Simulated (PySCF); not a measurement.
CH3S, SMILES C[S], multiplicity 2.

Geometry: r2SCAN-D4/def2-TZVP. The isomer is the one that the SMILES or the coordinates give; other isomers of the formula were not compared.

Level of theory: TDA-CAM-B3LYP/def2-TZVPD (PySCF).

Vertical excitations. The molecule is in vacuum.

```csv
state,energy (eV),λ (nm),f,main pairs
root 1,0.16,7960,0.000,β HOMO→LUMO 99 %
root 2,3.94,315,0.003,β HOMO−1→LUMO 98 %
root 3,5.37,231,0.000,"α HOMO→LUMO 23 %, α HOMO→LUMO+7 9 %, β HOMO→LUMO+1 44 %, β HOMO→LUMO+8 14 %"
root 4,5.88,211,0.005,"α HOMO→LUMO 43 %, α HOMO→LUMO+7 7 %, β HOMO→LUMO+1 41 %"
root 5,6.08,204,0.008,"α HOMO→LUMO 13 %, α HOMO→LUMO+1 6 %, β HOMO→LUMO+2 66 %"
root 6,6.42,193,0.046,"α HOMO→LUMO+1 73 %, β HOMO→LUMO+2 12 %"
root 7,6.80,182,0.001,"α HOMO−1→LUMO 71 %, α HOMO−1→LUMO+7 15 %"
root 8,6.84,181,0.000,β HOMO→LUMO+3 96 %
root 9,6.86,181,0.018,β HOMO→LUMO+4 84 %
root 10,6.99,177,0.037,"α HOMO→LUMO+3 8 %, β HOMO−2→LUMO 87 %"
```
Unrestricted roots are not spin-pure.
